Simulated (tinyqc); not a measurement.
Inside a calculation. Method: CIS on RHF in the sto-3g basis, frozen core, for H2O, spin multiplicity 1. One step of it, computed by the program tinyqc.

Question. CIS singlet states. Diagonalise A (1 hartree = 27.211386 eV); each vector has its largest component positive (the first on a tie). The transition dipole is mu = sqrt2 sum c_ia <i|r|a>.

CIS matrix A, singlet (hartree), lower triangle:
```
          2>6        2>7       3>6       3>7       4>6       4>7       5>6       5>7
2>6  1.266788
2>7  0.000000   1.308289
3>6  0.000000  -0.026189  0.610387
3>7  0.050458   0.000000  0.000000  0.855586
4>6  0.072443   0.000000  0.000000  0.141000  0.552817
4>7  0.000000  -0.015735  0.047417  0.000000  0.000000  0.572901
5>6  0.000000   0.000000  0.000000  0.000000  0.000000  0.000000  0.344560
5>7  0.000000   0.000000  0.000000  0.000000  0.000000  0.000000  0.000000  0.403751
```

dipole integrals <i|r|a> (bohr):
```
            x          y          z
2>6  0.000000   0.000000  -0.039390
2>7  0.000000  -0.070664   0.000000
3>6  0.000000  -0.927172   0.000000
3>7  0.000000   0.000000  -0.708584
4>6  0.000000   0.000000  -0.602918
4>7  0.000000  -0.793166   0.000000
5>6  0.069690   0.000000   0.000000
5>7  0.000000   0.000000   0.000000
```

Give: singlet excitation energies; lowest vectors; oscillator strengths 2/3 w |mu|^2.

Answer.

singlet excitation energies (eV): 9.3760  10.9866  13.4471  14.7119  17.4489  24.4010  34.9475  35.6384

lowest vectors:
```
     state 1  state 2  state 3  state 4  state 5  state 6
2>6   0.0000   0.0000  -0.0643   0.0000   0.0000  -0.1917
2>7   0.0000   0.0000   0.0000  -0.0023   0.0457   0.0000
3>6   0.0000   0.0000   0.0000  -0.5629   0.8256   0.0000
3>7   0.0000   0.0000  -0.3549   0.0000   0.0000   0.9216
4>6   0.0000   0.0000   0.9327   0.0000   0.0000   0.3375
4>7   0.0000   0.0000   0.0000   0.8265   0.5624   0.0000
5>6   1.0000   0.0000   0.0000   0.0000   0.0000   0.0000
5>7   0.0000   1.0000   0.0000   0.0000   0.0000   0.0000
```

oscillator strengths 2/3 w |mu|^2: 0.0022  0.0000  0.0626  0.0129  1.2617  0.8617
